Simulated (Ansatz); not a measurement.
System: antiferromagnetic bcc Cr. Method: PBE0 in Ansatz (PAW).

Excerpt of the program's output:

```
WARN output.stress: scf.exx.energy_threshold = 1e-6 eV is looser than the 2e-8 eV advised for a stress under a hybrid functional (1e-8 eV for each atom of the …
Crystal: 2 atoms, lattice volume = 27.524 Å³
Basis set: ecut = 460 eV, 619 PW (Γ), exchange–correlation on 48×48×48 points (8 copies of the dense FFT grid, shifted against one another)
Bands: 20, of which v1, the nominal top of the filled ones, is band 14 counted from 1 (13 counted from 0)
Symmetry: 48 space group operations
Space group: Pm-3m (ITA 221), of the structure as read, at distance tolerance 3.0e-5 Å
k-points: 56 of 1000
Initial density: superposition of atomic densities (chi_scale 0.1, normalization cell)
Functional: x = pbe(κ = 0.804, μ = 0.2195149727645171), c = pbe(β = 0.06672455060314922), warm-up for x = 0.75 pbe(κ = 0.804, μ = 0.2195149727645171) + 0.25 exact, c = pbe(β = 0.06672455060314922)
SCF 1 converged in 21 iterations: F = -6755.247752 eV  dr2 = 2.74e-11
Crystal: 2 atoms, lattice volume = 27.524 Å³
Initial density: handed on by an earlier stage of this run
Functional: x = 0.75 pbe(κ = 0.804, μ = 0.2195149727645171) + 0.25 exact, c = pbe(β = 0.06672455060314922)
SCF 2 converged in 9 iterations: F = -6753.055925 eV  dr2 = 7.98e-11
Crystal: 2 atoms, lattice volume = 27.524 Å³
SCF 3 converged in 8 iterations: F = -6753.601482 eV  dr2 = 1.75e-10
hybrid outer 2: dexx = +8.753e-2 eV, tail = 1.08e-1 eV, magnetization grown 1.1093 times (not accepted), Δε = 9.06e-1 eV (about 6.10e-1 eV left of the loop's levels)
Crystal: 2 atoms, lattice volume = 27.524 Å³
SCF 4 converged in 9 iterations: F = -6753.728256 eV  dr2 = 2.36e-11
Crystal: 2 atoms, lattice volume = 27.524 Å³
SCF 5 converged in 9 iterations: F = -6753.755341 eV  dr2 = 7.15e-12
Crystal: 2 atoms, lattice volume = 27.524 Å³
SCF 6 converged in 7 iterations: F = -6753.761650 eV  dr2 = 6.67e-11
Crystal: 2 atoms, lattice volume = 27.524 Å³
SCF 7 converged in 7 iterations: F = -6753.763286 eV  dr2 = 1.48e-11
Crystal: 2 atoms, lattice volume = 27.524 Å³
Crystal: 2 atoms, lattice volume = 27.524 Å³
SCF 9 converged in 12 iterations: F = -6753.763943 eV  dr2 = 1.31e-10
hybrid outer 8: dexx = +4.139e-5 eV, tail = 4.16e-6 eV, magnetization grown 1.0045 times (not accepted), Δε = 1.11e-2 eV (about 5.54e-3 eV left of the loop's levels)
Crystal: 2 atoms, lattice volume = 27.524 Å³
SCF 10 converged in 4 iterations: F = -6753.763943 eV  dr2 = 6.30e-11
WARN: The gap between the highest filled level (band 13 at σ=↑ k=20, 15.988 eV, tied with bands 12 to 13) and the lowest unfilled level (band 14 at σ=↑ k=20, …
Magnetization: -0.0000 μB (14.0000 up, 14.0000 down)
Free energy (F): -6753.763943 eV
Internal energy: -6753.763841 eV  (E = F + TS)
E sigma→0 (E₀):  -6753.763892 eV
Fermi energy:    16.210490 eV
--- Forces (eV/Å), atoms counted from 1 ---
  atom   1  Cr    -0.00000000     0.00000000     0.00000000
  atom   2  Cr     0.00000000    -0.00000000     0.00000000
--- Stress (GPa, compression-positive) ---
        2.725110       0.000000       0.000000
        0.000000       2.725110       0.000000
        0.000000       0.000000       2.725110
  P = ⅓ Tr σ = 2.7251 GPa (27.251 kbar)
```

Write an input file that could have produced this run (the log leaves some choices open).

Several could match; the one computed here: 
Ansatz 0.2 input:
```yaml
crystal:
  lattice:
    - [3.0192651487, 0.0, 0.0]
    - [0.0, 3.0192651487, 0.0]
    - [0.0, 0.0, 3.0192651487]
  atoms:
    - { symbol: Cr, position: [0.0, 0.0, 0.0], spin: 1.5 }
    - { symbol: Cr, position: [0.5, 0.5, 0.5], spin: -1.5 }
basis:
  ecutwfc: 460
  ecutrho_ratio: 4
  xc_grid: 2
kpoints:
  mp_grid: { grid: [10, 10, 10] }
hamiltonian:
  xc: pbe0
  dispersion: none
  pseudopotentials: { kind: paw }
scf:
  occupations: { method: fermi_dirac, width: 0.05 }
  convergence: { dr2_threshold: 0.0000000002 }
output:
  forces: true
  stress: true
  eigenvalues: true
magnetization:
  spin_polarized: true
```

The cell is one volume of an energy–volume scan, off the minimum.

The PAW data were made under PBE.

The run is spin-polarised with opposed starting moments, which need not be the measured order.

Note: the cell is over a tenth larger than the published one: the level's own overestimate first of all, though another phase or state, or a fault of the published cell, is possible. Note: the commensurate order stands in for chromium's spin-density wave, and the size of the moments varies much between levels.

The result took roughly 6 core-minutes.

Ansatz is a quantum-chemistry and plane-wave program.
